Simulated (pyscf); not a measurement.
Optimised with ωB97X-D3(BJ)/def2-SVP in PySCF. Correlated levels are frozen-core, on RHF or UHF. ΔMP2 is the change of the MP2 total energy from the triple- to the quadruple-zeta basis.

**Question.** How much does it cost (ΔH, 298 K, CCSD(T)/def2-TZVPP + ΔMP2(QZVPP)) to split H₂C=C=CH–CH₃ (SMILES C=C=CC) at its C–C bond into HC≡C–CH₂• + CH₃•?

**Answer.** C–C to HC≡C–CH₂• + CH₃•: 335.8 kJ/mol. The radicals are drawn with the spin at the cut bond; how far it spreads was not checked. H₂C=C=CH–CH₃ lies 45.6 kJ/mol over its isomer H₂C=CH–CH=CH₂, and others may lie lower still (electronic energy, ωB97M-D3(BJ)). Other isomers of HC≡C–CH₂• were not searched in full and may lie lower. The CCSD(T) − MP2 part came from Ansatz, without density fitting, on the same reference. A UHF reference is spin-contaminated (<S²> up to 0.98), which harms MP2 most.
